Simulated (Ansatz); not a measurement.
**AlH2O (doublet): B2PLYP, RPA-PBE over vertical spin and charge gaps and displaced geometries, cc-pVDZ**

How well do these functionals follow the top wave-function level for AlH2O (doublet) over vertical spin and charge gaps and displaced geometries?

Computed with Ansatz 0.2.0, Gaussian basis. Level: cc-pVDZ, all electrons in the functionals, frozen cores in the correlation of double hybrids and RPA.

The runs, in order: B2PLYP, RPA-PBE, at charge 0, doublet; charge 0, quartet; charge 1, singlet; charge 1, triplet; displaced geometry v1; displaced geometry v2.

36 further runs of the same task are left out: 16 for a known fault of the program, 7 that didn't finish, 13 set aside as unsound or not needed.

### 1 The geometry

The geometry is a PBE0/def2-TZVP stationary point (not a proven minimum).

4 atoms, charge 0, spin multiplicity 2.

Atoms are counted from 1 here; the program's logs count them from 0.

Bond lengths: Al1–O2 1.700 Å, Al1–H3 1.613 Å, O2–H4 0.957 Å. Angles: O2–Al1–H3 118.4°, Al1–O2–H4 124.9°.

No dispersion term is added.

The geometry shown and the zero of energy belong to the point charge 0, doublet. The yardstick, UCCSDT(Q), and other wave-function levels (R restricted, U unrestricted, valence and pair active spaces) come from earlier runs.

### 2 B2PLYP, charge 0, doublet

File in.yaml:

```yaml
crystal:
  periodic: [false, false, false]
  atoms:
    - {symbol: Al, position_ang: [0.000000, -0.079020, 0.634433]}
    - {symbol: O, position_ang: [0.000000, 0.000201, -1.063260]}
    - {symbol: H, position_ang: [0.000000, 1.302005, 1.467317]}
    - {symbol: H, position_ang: [0.000000, 0.810086, -1.572931]}
basis:
  gaussian: {orbitals: cc-pVDZ}
magnetization: {spin_polarized: true, initial_magnetization: 1}
hamiltonian: {xc: {name: B2PLYP}}
correlation: {electrons: outside_noble_gas}
```

The run is started by

```console
> ansatz run in.yaml --threads 1 --pin off --events-out ev --progress --plain --max-ram 2393MiB
```

The program printed:

```text
Functional definition: B2PLYP
  name "B2PLYP"
  cite "Grimme, J. Chem. Phys. 124, 034108 (2006) doi:10.1063/1.2148954"
  cite "Becke, Phys. Rev. A 38, 3098 (1988) doi:10.1103/PhysRevA.38.3098"
  cite "Lee, Yang & Parr, Phys. Rev. B 37, 785 (1988) doi:10.1103/PhysRevB.37.785"
  parameter a = 0.53
  parameter c = 0.27
  exchange = (1 - a)*b88_x + a*exact_x
  correlation = (1 - c)*lyp_c + c*(mp2_os + mp2_ss)
395 factors; integrals over basis functions are off by at most 1.4e-3 eV
mean field evaluation 1: about -8664.9819 eV, gradient 3.3e1 eV
mean field evaluation 2: about -8665.0001 eV, gradient 3.3e1 eV
mean field evaluation 4: about -8669.0542 eV, gradient 2.0e0 eV
mean field evaluation 8: about -8669.0997 eV, gradient 1.6e-1 eV
mean field evaluation 16: about -8669.1005 eV, gradient 3.1e-4 eV
mean field -8669.10052728 eV, -318.5835682503 hartree, gradient 8.9e-6 eV, S^2 0.754541; 0 other end points of the search recorded, 0 dependent functions left out
6 core orbitals not correlated: weight in the atoms' cores, before any rotation towards them, 1.000 or more for the frozen orbitals, at most 0.000 for the correlated occupied ones
reference -8669.10065072 eV, -318.5835727866 hartree; 6, 5 occupied and 30, 31 virtual orbitals, 395 factors
second order -8.00217279 eV of doubles, -0.00000000 eV of singles
Total energy: -8671.26123738 eV, -318.6629728816 hartree
```

Run time: 1.5 s. Hardware: 1 thread of AMD EPYC, shared host.

From the report: ⟨S²⟩ of the determinant 0.755 (pure doublet: 0.75).

### 3 B2PLYP, charge 0, quartet

Edit in.yaml of step 2 so:

```diff
@@ -9,3 +9,3 @@
   gaussian: {orbitals: cc-pVDZ}
-magnetization: {spin_polarized: true, initial_magnetization: 1}
+magnetization: {spin_polarized: true, initial_magnetization: 3}
 hamiltonian: {xc: {name: B2PLYP}}
```

The command is unchanged.

The program printed, shortened:

```text
Functional definition: B2PLYP
  name "B2PLYP"
  cite "Grimme, J. Chem. Phys. 124, 034108 (2006) doi:10.1063/1.2148954"
  cite "Becke, Phys. Rev. A 38, 3098 (1988) doi:10.1103/PhysRevA.38.3098"
  cite "Lee, Yang & Parr, Phys. Rev. B 37, 785 (1988) doi:10.1103/PhysRevB.37.785"
[...]
395 factors; integrals over basis functions are off by at most 1.4e-3 eV
[...]
mean field -8663.38603990 eV, -318.3735647124 hartree, gradient 3.4e-6 eV, S^2 3.772532; 4 other end points of the search recorded, 0 dependent functions left out
6 core orbitals not correlated: weight in the atoms' cores, before any rotation towards them, 1.000 or more for the frozen orbitals, at most 0.000 for the correlated occupied ones
reference -8663.38616612 eV, -318.3735693509 hartree; 7, 4 occupied and 29, 32 virtual orbitals, 395 factors
second order -7.76078870 eV of doubles, -0.00000000 eV of singles
Total energy: -8665.48157907 eV, -318.4505743565 hartree
```

Wall time 3.5 s (1 thread of AMD EPYC, shared host).

From the report: ⟨S²⟩ of the determinant 3.773 (pure quartet: 3.75).

From charge 0, doublet: +5.780 eV.

### 4 B2PLYP, charge 1, singlet

Edit in.yaml of step 3 so:

```diff
@@ -9,3 +9,3 @@
   gaussian: {orbitals: cc-pVDZ}
-magnetization: {spin_polarized: true, initial_magnetization: 3}
+total_charge: 1
 hamiltonian: {xc: {name: B2PLYP}}
```

The command is unchanged.

The program printed, shortened:

```text
Functional definition: B2PLYP
  name "B2PLYP"
  cite "Grimme, J. Chem. Phys. 124, 034108 (2006) doi:10.1063/1.2148954"
  cite "Becke, Phys. Rev. A 38, 3098 (1988) doi:10.1103/PhysRevA.38.3098"
  cite "Lee, Yang & Parr, Phys. Rev. B 37, 785 (1988) doi:10.1103/PhysRevB.37.785"
[...]
395 factors; integrals over basis functions are off by at most 1.4e-3 eV
[...]
mean field -8661.06210426 eV, -318.2881616529 hartree, gradient 8.8e-6 eV, S^2 0.000000; 0 other end points of the search recorded, 0 dependent functions left out
6 core orbitals not correlated: weight in the atoms' cores, before any rotation towards them, 1.000 or more for the frozen orbitals, at most 0.000 for the correlated occupied ones
reference -8661.06222995 eV, -318.2881662719 hartree; 5, 5 occupied and 31, 31 virtual orbitals, 395 factors
second order -8.11050523 eV of doubles, -0.00000000 eV of singles
Total energy: -8663.25206636 eV, -318.3686412757 hartree
```

Run time: 1.3 s. Hardware: 1 thread of AMD EPYC, shared host.

From charge 0, doublet: +8.009 eV.

### 5 B2PLYP, charge 1, triplet

Edit in.yaml of step 4 so:

```diff
@@ -10,2 +10,3 @@
 total_charge: 1
+magnetization: {spin_polarized: true, initial_magnetization: 2}
 hamiltonian: {xc: {name: B2PLYP}}
```

Launched as before.

The program printed, shortened:

```text
Functional definition: B2PLYP
  name "B2PLYP"
  cite "Grimme, J. Chem. Phys. 124, 034108 (2006) doi:10.1063/1.2148954"
  cite "Becke, Phys. Rev. A 38, 3098 (1988) doi:10.1103/PhysRevA.38.3098"
  cite "Lee, Yang & Parr, Phys. Rev. B 37, 785 (1988) doi:10.1103/PhysRevB.37.785"
[...]
395 factors; integrals over basis functions are off by at most 1.4e-3 eV
[...]
mean field -8658.10330997 eV, -318.1794279684 hartree, gradient 1.1e-6 eV, S^2 2.037083; 7 other end points of the search recorded, 0 dependent functions left out
6 core orbitals not correlated: weight in the atoms' cores, before any rotation towards them, 1.000 or more for the frozen orbitals, at most 0.000 for the correlated occupied ones
reference -8658.10343070 eV, -318.1794324048 hartree; 6, 4 occupied and 30, 32 virtual orbitals, 395 factors
second order -7.18153733 eV of doubles, -0.00000000 eV of singles
Total energy: -8660.04244578 eV, -318.2506898947 hartree
```

Wall time 8 s (1 thread of AMD EPYC, shared host).

From the report: ⟨S²⟩ of the determinant 2.037 (pure triplet: 2.00).

From charge 0, doublet: +11.219 eV.

### 6 B2PLYP, displaced geometry v1

File in.yaml:

```yaml
crystal:
  periodic: [false, false, false]
  atoms:
    - {symbol: Al, position_ang: [0.000487, -0.073807, 0.640140]}
    - {symbol: O, position_ang: [-0.000346, -0.010729, -1.068706]}
    - {symbol: H, position_ang: [0.047618, 1.350385, 1.419257]}
    - {symbol: H, position_ang: [-0.055159, 0.795652, -1.591188]}
basis:
  gaussian: {orbitals: cc-pVDZ}
magnetization: {spin_polarized: true, initial_magnetization: 1}
hamiltonian: {xc: {name: B2PLYP}}
correlation: {electrons: outside_noble_gas}
```

Same command.

The program printed, shortened:

```text
Functional definition: B2PLYP
  name "B2PLYP"
  cite "Grimme, J. Chem. Phys. 124, 034108 (2006) doi:10.1063/1.2148954"
  cite "Becke, Phys. Rev. A 38, 3098 (1988) doi:10.1103/PhysRevA.38.3098"
  cite "Lee, Yang & Parr, Phys. Rev. B 37, 785 (1988) doi:10.1103/PhysRevB.37.785"
[...]
395 factors; integrals over basis functions are off by at most 1.1e-3 eV
[...]
mean field -8669.10203908 eV, -318.5836238079 hartree, gradient 2.7e-6 eV, S^2 0.754859; 0 other end points of the search recorded, 0 dependent functions left out
6 core orbitals not correlated: weight in the atoms' cores, before any rotation towards them, 1.000 or more for the frozen orbitals, at most 0.000 for the correlated occupied ones
reference -8669.10216259 eV, -318.5836283468 hartree; 6, 5 occupied and 30, 31 virtual orbitals, 395 factors
second order -8.01972238 eV of doubles, -0.00000000 eV of singles
Total energy: -8671.26748764 eV, -318.6632025744 hartree
```

Run time: 1.6 s. Hardware: 1 thread of AMD EPYC, shared host.

From the report: ⟨S²⟩ of the determinant 0.755 (pure doublet: 0.75).

From charge 0, doublet: -0.006 eV.

### 7 B2PLYP, displaced geometry v2

File in.yaml:

```yaml
crystal:
  periodic: [false, false, false]
  atoms:
    - {symbol: Al, position_ang: [0.060716, -0.079682, 0.629750]}
    - {symbol: O, position_ang: [-0.104158, 0.007913, -1.056350]}
    - {symbol: H, position_ang: [-0.027538, 1.277293, 1.466047]}
    - {symbol: H, position_ang: [0.055571, 0.730105, -1.555987]}
basis:
  gaussian: {orbitals: cc-pVDZ}
magnetization: {spin_polarized: true, initial_magnetization: 1}
hamiltonian: {xc: {name: B2PLYP}}
correlation: {electrons: outside_noble_gas}
```

Launched as before.

The program printed, shortened:

```text
Functional definition: B2PLYP
  name "B2PLYP"
  cite "Grimme, J. Chem. Phys. 124, 034108 (2006) doi:10.1063/1.2148954"
  cite "Becke, Phys. Rev. A 38, 3098 (1988) doi:10.1103/PhysRevA.38.3098"
  cite "Lee, Yang & Parr, Phys. Rev. B 37, 785 (1988) doi:10.1103/PhysRevB.37.785"
[...]
395 factors; integrals over basis functions are off by at most 1.1e-3 eV
[...]
mean field -8668.95038425 eV, -318.5780505957 hartree, gradient 2.5e-6 eV, S^2 0.754330; 0 other end points of the search recorded, 0 dependent functions left out
6 core orbitals not correlated: weight in the atoms' cores, before any rotation towards them, 1.000 or more for the frozen orbitals, at most 0.000 for the correlated occupied ones
reference -8668.95050862 eV, -318.5780551660 hartree; 6, 5 occupied and 30, 31 virtual orbitals, 395 factors
second order -7.88227936 eV of doubles, -0.00000000 eV of singles
Total energy: -8671.07872404 eV, -318.6562656403 hartree
```

It took 1.6 s on 1 thread of AMD EPYC, shared host.

From the report: ⟨S²⟩ of the determinant 0.754 (pure doublet: 0.75).

From charge 0, doublet: +0.183 eV.

### 8 RPA-PBE, charge 0, doublet

File in.yaml:

```yaml
crystal:
  periodic: [false, false, false]
  atoms:
    - {symbol: Al, position_ang: [0.000000, -0.079020, 0.634433]}
    - {symbol: O, position_ang: [0.000000, 0.000201, -1.063260]}
    - {symbol: H, position_ang: [0.000000, 1.302005, 1.467317]}
    - {symbol: H, position_ang: [0.000000, 0.810086, -1.572931]}
basis:
  gaussian: {orbitals: cc-pVDZ}
magnetization: {spin_polarized: true, initial_magnetization: 1}
hamiltonian: {xc: {name: PBE}}
correlation: {method: rpa, electrons: outside_noble_gas}
```

The command is unchanged.

The program printed, shortened:

```text
Functional definition: PBE
  name "PBE"
  cite "Perdew, Burke & Ernzerhof, Phys. Rev. Lett. 77, 3865 (1996) doi:10.1103/PhysRevLett.77.3865"
  parent pbe
[...]
395 factors; integrals over basis functions are off by at most 1.4e-3 eV
[...]
mean field -8670.24333947 eV, -318.6255658234 hartree, gradient 3.6e-6 eV, S^2 0.752472; 0 other end points of the search recorded, 0 dependent functions left out
6 core orbitals not correlated: weight in the atoms' cores, before any rotation towards them, 1.000 or more for the frozen orbitals, at most 0.000 for the correlated occupied ones
reference -8651.47139735 eV, -317.9357096745 hartree; 6, 5 occupied and 30, 31 virtual orbitals, 395 factors
Total energy: -8662.28798157 eV, -318.3332118130 hartree
```

Run time: 1.6 s. Hardware: 1 thread of AMD EPYC, shared host.

From the report: ⟨S²⟩ of the determinant 0.752 (pure doublet: 0.75).

### 9 RPA-PBE, charge 0, quartet

Edit in.yaml of step 8 so:

```diff
@@ -9,3 +9,3 @@
   gaussian: {orbitals: cc-pVDZ}
-magnetization: {spin_polarized: true, initial_magnetization: 1}
+magnetization: {spin_polarized: true, initial_magnetization: 3}
 hamiltonian: {xc: {name: PBE}}
```

The command is unchanged.

The program printed, shortened:

```text
Functional definition: PBE
  name "PBE"
  cite "Perdew, Burke & Ernzerhof, Phys. Rev. Lett. 77, 3865 (1996) doi:10.1103/PhysRevLett.77.3865"
  parent pbe
[...]
395 factors; integrals over basis functions are off by at most 1.4e-3 eV
[...]
mean field -8664.89632803 eV, -318.4290667775 hartree, gradient 5.7e-6 eV, S^2 3.753996; 12 other end points of the search recorded, 0 dependent functions left out
6 core orbitals not correlated: weight in the atoms' cores, before any rotation towards them, 1.000 or more for the frozen orbitals, at most 0.000 for the correlated occupied ones
reference -8645.88434379 eV, -317.7303892433 hartree; 7, 4 occupied and 29, 32 virtual orbitals, 395 factors
Total energy: -8656.93428713 eV, -318.1364671712 hartree
```

Wall time 10 s (1 thread of AMD EPYC, shared host).

From the report: ⟨S²⟩ of the determinant 3.754 (pure quartet: 3.75).

From charge 0, doublet: +5.354 eV.

### 10 RPA-PBE, charge 1, singlet

Edit in.yaml of step 9 so:

```diff
@@ -9,3 +9,3 @@
   gaussian: {orbitals: cc-pVDZ}
-magnetization: {spin_polarized: true, initial_magnetization: 3}
+total_charge: 1
 hamiltonian: {xc: {name: PBE}}
```

The command is unchanged.

The program printed, shortened:

```text
Functional definition: PBE
  name "PBE"
  cite "Perdew, Burke & Ernzerhof, Phys. Rev. Lett. 77, 3865 (1996) doi:10.1103/PhysRevLett.77.3865"
  parent pbe
[...]
395 factors; integrals over basis functions are off by at most 1.4e-3 eV
[...]
mean field -8662.18234130 eV, -318.3293296049 hartree, gradient 4.9e-7 eV, S^2 0.000000; 2 other end points of the search recorded, 0 dependent functions left out
6 core orbitals not correlated: weight in the atoms' cores, before any rotation towards them, 1.000 or more for the frozen orbitals, at most 0.000 for the correlated occupied ones
reference -8643.55249931 eV, -317.6446955392 hartree; 5, 5 occupied and 31, 31 virtual orbitals, 395 factors
Total energy: -8654.16560051 eV, -318.0347198145 hartree
```

Wall time 1.7 s (1 thread of AMD EPYC, shared host).

From charge 0, doublet: +8.122 eV.

### 11 RPA-PBE, charge 1, triplet

Edit in.yaml of step 10 so:

```diff
@@ -10,2 +10,3 @@
 total_charge: 1
+magnetization: {spin_polarized: true, initial_magnetization: 2}
 hamiltonian: {xc: {name: PBE}}
```

Launched as before.

The program printed, shortened:

```text
Functional definition: PBE
  name "PBE"
  cite "Perdew, Burke & Ernzerhof, Phys. Rev. Lett. 77, 3865 (1996) doi:10.1103/PhysRevLett.77.3865"
  parent pbe
[...]
395 factors; integrals over basis functions are off by at most 1.4e-3 eV
[...]
mean field -8659.29078012 eV, -318.2230666911 hartree, gradient 4.0e-6 eV, S^2 2.007010; 5 other end points of the search recorded, 0 dependent functions left out
6 core orbitals not correlated: weight in the atoms' cores, before any rotation towards them, 1.000 or more for the frozen orbitals, at most 0.000 for the correlated occupied ones
reference -8640.67653261 eV, -317.5390057124 hartree; 6, 4 occupied and 30, 32 virtual orbitals, 395 factors
Total energy: -8651.40849258 eV, -317.9333979670 hartree
```

Wall time 4.2 s (1 thread of AMD EPYC, shared host).

From the report: ⟨S²⟩ of the determinant 2.007 (pure triplet: 2.00).

From charge 0, doublet: +10.879 eV.

### 12 RPA-PBE, displaced geometry v1

File in.yaml:

```yaml
crystal:
  periodic: [false, false, false]
  atoms:
    - {symbol: Al, position_ang: [0.000487, -0.073807, 0.640140]}
    - {symbol: O, position_ang: [-0.000346, -0.010729, -1.068706]}
    - {symbol: H, position_ang: [0.047618, 1.350385, 1.419257]}
    - {symbol: H, position_ang: [-0.055159, 0.795652, -1.591188]}
basis:
  gaussian: {orbitals: cc-pVDZ}
magnetization: {spin_polarized: true, initial_magnetization: 1}
hamiltonian: {xc: {name: PBE}}
correlation: {method: rpa, electrons: outside_noble_gas}
```

The command is unchanged.

The program printed, shortened:

```text
Functional definition: PBE
  name "PBE"
  cite "Perdew, Burke & Ernzerhof, Phys. Rev. Lett. 77, 3865 (1996) doi:10.1103/PhysRevLett.77.3865"
  parent pbe
[...]
395 factors; integrals over basis functions are off by at most 1.1e-3 eV
[...]
mean field -8670.25835330 eV, -318.6261175716 hartree, gradient 1.3e-6 eV, S^2 0.752598; 0 other end points of the search recorded, 0 dependent functions left out
6 core orbitals not correlated: weight in the atoms' cores, before any rotation towards them, 1.000 or more for the frozen orbitals, at most 0.000 for the correlated occupied ones
reference -8651.46127103 eV, -317.9353375391 hartree; 6, 5 occupied and 30, 31 virtual orbitals, 395 factors
Total energy: -8662.30036715 eV, -318.3336669745 hartree
```

It took 1.5 s on 1 thread of AMD EPYC, shared host.

From the report: ⟨S²⟩ of the determinant 0.753 (pure doublet: 0.75).

From charge 0, doublet: -0.012 eV.

### 13 RPA-PBE, displaced geometry v2

File in.yaml:

```yaml
crystal:
  periodic: [false, false, false]
  atoms:
    - {symbol: Al, position_ang: [0.060716, -0.079682, 0.629750]}
    - {symbol: O, position_ang: [-0.104158, 0.007913, -1.056350]}
    - {symbol: H, position_ang: [-0.027538, 1.277293, 1.466047]}
    - {symbol: H, position_ang: [0.055571, 0.730105, -1.555987]}
basis:
  gaussian: {orbitals: cc-pVDZ}
magnetization: {spin_polarized: true, initial_magnetization: 1}
hamiltonian: {xc: {name: PBE}}
correlation: {method: rpa, electrons: outside_noble_gas}
```

Launched as before.

The program printed, shortened:

```text
Functional definition: PBE
  name "PBE"
  cite "Perdew, Burke & Ernzerhof, Phys. Rev. Lett. 77, 3865 (1996) doi:10.1103/PhysRevLett.77.3865"
  parent pbe
[...]
395 factors; integrals over basis functions are off by at most 1.1e-3 eV
[...]
mean field -8670.02620468 eV, -318.6175862673 hartree, gradient 5.0e-6 eV, S^2 0.752273; 0 other end points of the search recorded, 0 dependent functions left out
6 core orbitals not correlated: weight in the atoms' cores, before any rotation towards them, 1.000 or more for the frozen orbitals, at most 0.000 for the correlated occupied ones
reference -8651.37194019 eV, -317.9320546914 hartree; 6, 5 occupied and 30, 31 virtual orbitals, 395 factors
Total energy: -8662.07750495 eV, -318.3254769398 hartree
```

Wall time 1.6 s (1 thread of AMD EPYC, shared host).

From the report: ⟨S²⟩ of the determinant 0.752 (pure doublet: 0.75).

From charge 0, doublet: +0.210 eV.

### 14 The comparison

The yardstick is UCCSDT(Q), where the cluster series has nearly closed. It comes from earlier runs at the same points. Energies in eV, counted from charge 0, doublet; blanks weren't run or aren't comparable.

```tsv
level	doublet to quartet	ionisation to the singlet cation	ionisation to the triplet cation	displacement v1	displacement v2
UCCSDT(Q)	5.712	7.912	11.166	-0.008	0.190
B2PLYP	5.780	8.009	11.219	-0.006	0.183
RPA-PBE	5.354	8.122	10.879	-0.012	0.210
```

Largest miss and mean time a point (UCCSDT(Q) took 45 s a point; shared hosts):

```tsv
level	largest miss (eV)	where	time a point
B2PLYP	+0.097	ionisation to the singlet cation	2.9 s
RPA-PBE	-0.359	doublet to quartet	3.4 s
```

### 15 Summary of results

```
                                   quantity                                         value
              doublet to quartet, UCCSDT(Q)                                      5.712 eV
ionisation to the singlet cation, UCCSDT(Q)                                      7.912 eV
ionisation to the triplet cation, UCCSDT(Q)                                     11.166 eV
                 displacement v1, UCCSDT(Q)                                     -0.008 eV
                 displacement v2, UCCSDT(Q)                                      0.190 eV
                       largest miss, B2PLYP  +0.097 eV (ionisation to the singlet cation)
                      largest miss, RPA-PBE                -0.359 eV (doublet to quartet)
```

**Reading.** Of the functionals, B2PLYP keep the smallest largest miss at the points compared (at most 0.097 eV) and RPA-PBE strays most (0.359 eV, at doublet to quartet). Functionals and the yardstick converge differently with the basis, so part of each miss in cc-pVDZ is the basis.
